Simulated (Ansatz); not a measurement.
**SiH2O2 (SMILES O=[SiH]O): one structure at several levels**

The task here is to estimate one member of a computed series from the others.

Program: Ansatz 0.2.0, Gaussian basis. Level of theory: single points in def2-TZVPP. These are calculated values, not measurements.

Correlated methods freeze the cores.

## Starting geometry

5 atoms, charge 0, spin multiplicity 1.

Atoms are counted from 1 here; the program's logs count them from 0.

Bond lengths: O1–Si2 1.596 Å, Si2–O3 1.505 Å, Si2–H4 1.548 Å, O3–H5 0.862 Å. Angles: O1–Si2–O3 124.8°, O1–Si2–H4 136.1°, O3–Si2–H4 98.6°, Si2–O3–H5 120.6°.

As a file:

| atom | x (Å) | y (Å) | z (Å) |
| --- | --- | --- | --- |
| O1 | 0.3991 | -0.6420 | 1.6728 |
| Si2 | -0.2550 | -0.4050 | 0.2365 |
| O3 | 0.2449 | 0.5844 | -0.7818 |
| H4 | -1.5511 | -0.8473 | -0.4854 |
| H5 | 0.9921 | 0.9983 | -0.6625 |

Set-up of the first run:

File run/in.yaml:

```yaml
crystal:
  periodic: [false, false, false]
  atoms:
    - {symbol: O, position_ang: [0.399100, -0.642000, 1.672800]}
    - {symbol: Si, position_ang: [-0.255000, -0.405000, 0.236500]}
    - {symbol: O, position_ang: [0.244900, 0.584400, -0.781800]}
    - {symbol: H, position_ang: [-1.551100, -0.847300, -0.485400]}
    - {symbol: H, position_ang: [0.992100, 0.998300, -0.662500]}
basis:
  gaussian: {orbitals: def2-TZVPP}
correlation: {method: ccsd_t}
output: {forces: true}
```

The command line of these runs was not kept.

Among the steps run: CCSD(T)/def2-TZVPP; PBE0-D4/def2-TZVPP; wB97M-V/def2-TZVPP; r2SCAN-D4/def2-TZVPP; PBE-D4/def2-TZVPP; r2SCAN0-D4/def2-TZVPP; revPBE-D4/def2-TZVPP.

One table of the session follows, with a row left open; its other results are not shown here.

```
    method  RMS force component (eV/Å)  angle to CCSD(T) forces (°)  dipole (D)
   CCSD(T)                       3.225                    reference        3.46
   PBE0-D4                           ?                            ?           ?
   wB97M-V                       3.283                          2.7        3.64
 r2SCAN-D4                       3.221                          1.8        3.52
    PBE-D4                       3.308                          4.2        3.39
r2SCAN0-D4                       3.204                          5.9        3.68
 revPBE-D4                       3.315                          4.9        3.38
```

Estimate the missing values for PBE0-D4.

**Answer.** RMS force component (eV/Å): 3.245; angle to CCSD(T) forces (°): 3.3; dipole (D): 3.61. In the column «RMS force component (eV/Å)» it lies between CCSD(T) (3.225) and wB97M-V (3.283).
